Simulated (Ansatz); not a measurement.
Molecule: C2H5S, charge 0, multiplicity 2. It need not be the lowest isomer of its formula. 
Geometry from a B3LYP-D3(BJ)/def2-TZVP (Ansatz, a quantum-chemistry and plane-wave program) optimisation:
```
S
C 1 1.7031
H 2 1.0784 1 117.39
H 2 1.0789 3 120.79 1 -172.67
C 1 1.8098 2 101.63 3 178.37
H 5 1.0884 1 107.19 2 179.31
H 5 1.0892 6 109.47 1 -119.70
H 5 1.0894 6 109.32 7 -120.69
```
Charge 0, spin multiplicity 2.

Basis-set convergence of Hartree-Fock and MP2 correlation energies (hartree) with Ansatz. Valence correlation only, unless marked. Open shells are spin-unrestricted. No spin-orbit coupling. Non-relativistic.

| basis | functions | E(HF) | E(corr, MP2) |
|---|---|---|---|
| cc-pV(D+d)Z | 76 | -476.13735 | -0.40155 |
| cc-pV(T+d)Z | 169 | ? | ? |

Q: What belongs in the gaps?

A: 
- cc-pV(T+d)Z, E(HF): -476.17853
- cc-pV(T+d)Z, E(corr, MP2): -0.50430
